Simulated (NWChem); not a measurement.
# ethanol (C₂H₆O); SMILES CCO

```xyz
9

C      0.2487    -1.2036     0.0330
C     -0.5415     0.0900    -0.0189
O      0.2657     1.2331     0.0847
H     -0.4167    -2.0808     0.0084
H      0.8528    -1.2501     0.9518
H      0.9345    -1.2858    -0.8272
H     -1.1654     0.1124    -0.9364
H     -1.2425     0.1340     0.8303
H      0.8768     1.2319    -0.6592
```
Atoms are numbered in this order, from 1.

Program: NWChem. Pople sets run with spherical d functions. The geometry was optimised at PBE0/def2-SVP. Level: M06-2X/6-31G* with SMD (1 M gas to 1 M solution), gas-phase geometry.

For solvent water:

```
Property                                     Value
-------------------------------------------  -----
cavity-dispersion-structure term (kcal/mol)    2.4
dipole in solution (D)                        2.21
```

**Question.** Estimate the same quantities for solvent diethyl ether.

**Answer.** 
| Property | Value |
|---|---|
| cavity-dispersion-structure term (kcal/mol) | -1.6 |
| dipole in solution (D) | 1.90 |
